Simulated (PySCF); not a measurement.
# CCSD(T)/pcseg-2 run of H2S (SMILES S)

Aim: the vertical singlet–triplet gap of H2S at CCSD(T)/pcseg-2, from 2 runs. Input form: a Python script.

The calculation is run with PySCF 2.14.0.

### Step 1. The molecule

The species is H2S (3 atoms), meant as a singlet with charge 0. As SMILES, `S`. Geometry: relaxed at PBE0-D4/def2-TZVP.

Bond lengths: S1–H2 1.341 Å, S1–H3 1.341 Å. Angles: H2–S1–H3 92.3°.

### Step 2. A single-point energy at CCSD(T)/pcseg-2

File run.py:

```python
# S
from pyscf import gto, scf, cc

mol = gto.Mole()
mol.atom = '''
S      0.936359    -0.530257     0.460904
H      0.185004     1.885380     0.306892
H     -1.121363    -1.355123    -0.767796
'''
mol.verbose = 3
mol.unit = 'bohr'
mol.spin = 0
mol.max_memory = 1860
mol.basis = 'pcseg-2'
mol.build()

mf = scf.RHF(mol)
mf.conv_tol = 1e-10
mf.kernel()
if not mf.converged:
    mf = mf.newton().run(mf.mo_coeff, mf.mo_occ)

mycc = cc.CCSD(mf, frozen=5)
mycc.kernel()
e_t = mycc.ccsd_t()
e_tot = mycc.e_tot + e_t
print('Final energy', e_tot)
```

On the command line:

```bash
$ OMP_NUM_THREADS=1 python run.py
```

Standard output:

```text
converged SCF energy = -398.707690070799
E(CCSD) = -398.914028454436  E_corr = -0.2063383836371388
CCSD(T) correction = -0.00692437020461413
Final energy -398.92095282464066
```

Wall time 2.5 s (1 thread of Arm Neoverse V1, shared host); peak memory 0.17 GiB.

### Step 3. The triplet at the same level

File calc.py:

```python
from pyscf import gto, scf, cc

system = gto.Mole()
system.atom = [
    ('S', (0.495500, -0.280600, 0.243900)),
    ('H', (0.097900, 0.997700, 0.162400)),
    ('H', (-0.593400, -0.717100, -0.406300)),
]
system.verbose = 4
system.max_memory = 1860
system.charge = 0
system.basis = 'pcseg-2'
system.spin = 2
system.build()

hf = scf.UHF(system)
hf.conv_tol = 1e-10
hf.kernel()
if not hf.converged:
    hf = hf.newton().run(hf.mo_coeff, hf.mo_occ)

mycc = cc.CCSD(hf, frozen=5)
mycc.kernel()
e_t = mycc.ccsd_t()
e_tot = mycc.e_tot + e_t
print('E = %.10f Eh' % e_tot)
```

On the command line:

```bash
$ OMP_NUM_THREADS=1 python calc.py
```

Standard output:

```text
PySCF version 2.14.0

[INPUT] num. atoms = 3
[INPUT] num. electrons = 18
[INPUT] charge = 0
[INPUT] spin (= nelec alpha-beta = 2S) = 2
[INPUT] symmetry False subgroup None
[INPUT] Mole.unit = angstrom
[INPUT] Symbol           X                Y                Z      unit          X                Y                Z       unit  Magmom
[INPUT]  1 S      0.495500000000  -0.280600000000   0.243900000000 AA    0.936359294722  -0.530257150553   0.460904201781 Bohr   0.0
[INPUT]  2 H      0.097900000000   0.997700000000   0.162400000000 AA    0.185004187595   1.885379754479   0.306891522629 Bohr   0.0
[INPUT]  3 H     -0.593400000000  -0.717100000000  -0.406300000000 AA   -1.121363482317  -1.355122603926  -0.767795724411 Bohr   0.0

nuclear repulsion = 12.8990794850008
number of shells = 10
number of NR pGTOs = 99
number of NR cGTOs = 62
basis = pcseg-2
ecp = {}

******** <class 'pyscf.scf.uhf.UHF'> ********
method = UHF
initial guess = minao
damping factor = 0
level_shift factor = 0
DIIS = <class 'pyscf.scf.diis.CDIIS'>
diis_start_cycle = 1
diis_space = 8
diis_damp = 0
SCF conv_tol = 1e-10
SCF conv_tol_grad = None
SCF max_cycles = 50
direct_scf = True
direct_scf_tol = 1e-13
number electrons alpha = 10  beta = 8
Set gradient conv threshold to 1e-05
init E= -398.529511220058
[... the frontier-level lines of each cycle are left out ...]


cycle= 1 E= -398.466689328966  delta_E= 0.0628  |g|= 0.198  |ddm|= 3.78
cycle= 2 E= -398.499377450599  delta_E= -0.0327  |g|= 0.0716  |ddm|= 0.893
cycle= 3 E= -398.502349819052  delta_E= -0.00297  |g|= 0.0241  |ddm|= 0.127
cycle= 4 E= -398.50311804654  delta_E= -0.000768  |g|= 0.00682  |ddm|= 0.0851
cycle= 5 E= -398.503206393712  delta_E= -8.83e-05  |g|= 0.00221  |ddm|= 0.0531
cycle= 6 E= -398.503221833589  delta_E= -1.54e-05  |g|= 0.00121  |ddm|= 0.0294
cycle= 7 E= -398.503228431956  delta_E= -6.6e-06  |g|= 0.000507  |ddm|= 0.0264
cycle= 8 E= -398.50322948987  delta_E= -1.06e-06  |g|= 0.000196  |ddm|= 0.0117
cycle= 9 E= -398.50322964519  delta_E= -1.55e-07  |g|= 0.000102  |ddm|= 0.00301
cycle= 10 E= -398.503229725174  delta_E= -8e-08  |g|= 9.9e-05  |ddm|= 0.00213
cycle= 11 E= -398.503229733754  delta_E= -8.58e-09  |g|= 9.98e-05  |ddm|= 0.00023
cycle= 12 E= -398.503229392953  delta_E= 3.41e-07  |g|= 5.39e-05  |ddm|= 0.0124
cycle= 13 E= -398.503229302706  delta_E= 9.02e-08  |g|= 1.89e-05  |ddm|= 0.00881
cycle= 14 E= -398.503229299977  delta_E= 2.73e-09  |g|= 3.53e-06  |ddm|= 0.00209
cycle= 15 E= -398.503229300009  delta_E= -3.18e-11  |g|= 1.18e-06  |ddm|= 5.52e-05
Extra cycle  E= -398.503229300011  delta_E= -2.39e-12  |g|= 6.13e-07  |ddm|= 7e-06
converged SCF energy = -398.503229300011  <S^2> = 2.0146854  2S+1 = 3.0097743

******** <class 'pyscf.cc.uccsd.UCCSD'> ********
CC2 = 0
CCSD nocc = (np.int64(5), np.int64(3)), nmo = (57, 57)
frozen orbitals 5
max_cycle = 50
direct = 0
conv_tol = 1e-07
conv_tol_normt = 1e-06
diis_space = 6
diis_start_cycle = 0
diis_start_energy_diff = 1e+09
Init t2, MP2 energy = -0.16328045023542
Init E_corr(UCCSD) = -0.163280450235961
cycle = 1  E_corr(UCCSD) = -0.182150456029322  dE = -0.0188700058  norm(t1,t2) = 0.0537046
cycle = 2  E_corr(UCCSD) = -0.187047592206162  dE = -0.00489713618  norm(t1,t2) = 0.0194973
cycle = 3  E_corr(UCCSD) = -0.189607344434315  dE = -0.00255975223  norm(t1,t2) = 0.00933861
cycle = 4  E_corr(UCCSD) = -0.189527423173319  dE = 7.9921261e-05  norm(t1,t2) = 0.0020288
cycle = 5  E_corr(UCCSD) = -0.189494982353868  dE = 3.24408195e-05  norm(t1,t2) = 0.000757907
cycle = 6  E_corr(UCCSD) = -0.189507983185345  dE = -1.30008315e-05  norm(t1,t2) = 0.000281627
cycle = 7  E_corr(UCCSD) = -0.189505286732446  dE = 2.6964529e-06  norm(t1,t2) = 8.20275e-05
cycle = 8  E_corr(UCCSD) = -0.189505486448565  dE = -1.99716119e-07  norm(t1,t2) = 3.33682e-05
cycle = 9  E_corr(UCCSD) = -0.189505560965847  dE = -7.45172814e-08  norm(t1,t2) = 2.19323e-05
cycle = 10  E_corr(UCCSD) = -0.1895054258058  dE = 1.35160047e-07  norm(t1,t2) = 2.05274e-05
cycle = 11  E_corr(UCCSD) = -0.189505552976487  dE = -1.27170688e-07  norm(t1,t2) = 2.08015e-05
cycle = 12  E_corr(UCCSD) = -0.189505526345542  dE = 2.6630945e-08  norm(t1,t2) = 1.92537e-05
cycle = 13  E_corr(UCCSD) = -0.189505185617563  dE = 3.40727979e-07  norm(t1,t2) = 9.38389e-06
cycle = 14  E_corr(UCCSD) = -0.189505272871841  dE = -8.72542781e-08  norm(t1,t2) = 2.652e-06
cycle = 15  E_corr(UCCSD) = -0.1895053144099  dE = -4.15380582e-08  norm(t1,t2) = 7.62825e-07
UCCSD converged
E(UCCSD) = -398.6927346144212  E_corr = -0.1895053144098996
UCCSD(T) correction = -0.00684337598021629
E = -398.6995779904 Eh
```

Wall time 9 s (1 thread of Arm Neoverse V1, shared host); peak memory 0.59 GiB.

### Step 4. Outcome

At CCSD(T)/pcseg-2, 5 core orbitals frozen:

```
                                                           quantity          value
                                              singlet: total energy  -398.92095 Eh
                      singlet: dipole moment (Hartree–Fock density)         1.22 D
                       singlet: HOMO energy (Hartree–Fock orbitals)      -10.46 eV
                       singlet: LUMO energy (Hartree–Fock orbitals)        2.88 eV
                     singlet: HOMO–LUMO gap (Hartree–Fock orbitals)       13.34 eV
               singlet: correlation energy (5 core orbitals frozen)     -213.3 mEh
                                            singlet: (T) correction      -6.92 mEh
                                             singlet: T1 diagnostic          0.009
                                              triplet: total energy  -398.69958 Eh
                      triplet: dipole moment (Hartree–Fock density)         1.32 D
triplet: HOMO energy (Hartree–Fock orbitals) (highest over α and β)       -3.88 eV
 triplet: LUMO energy (Hartree–Fock orbitals) (lowest over α and β)       -1.46 eV
               triplet: correlation energy (5 core orbitals frozen)     -196.3 mEh
                                            triplet: (T) correction      -6.84 mEh
                         triplet: ⟨S²⟩ of the reference determinant          2.015
                                             triplet: T1 diagnostic          0.015
                   vertical energy of the triplet above the singlet       6.024 eV
```

**Reading.** At this shape the triplet lies 6.02 eV (139 kcal/mol) above the singlet. Mulliken charges (singlet) of the mean-field density run from -0.08 on S1 to +0.04 on H2; they depend strongly on the basis. The triples (singlet) make up 3.2 % of the correlation energy. Mulliken charges (triplet) of the mean-field density run from -0.38 on H2 to +0.75 on S1; they depend strongly on the basis. The triples (triplet) make up 3.5 % of the correlation energy.
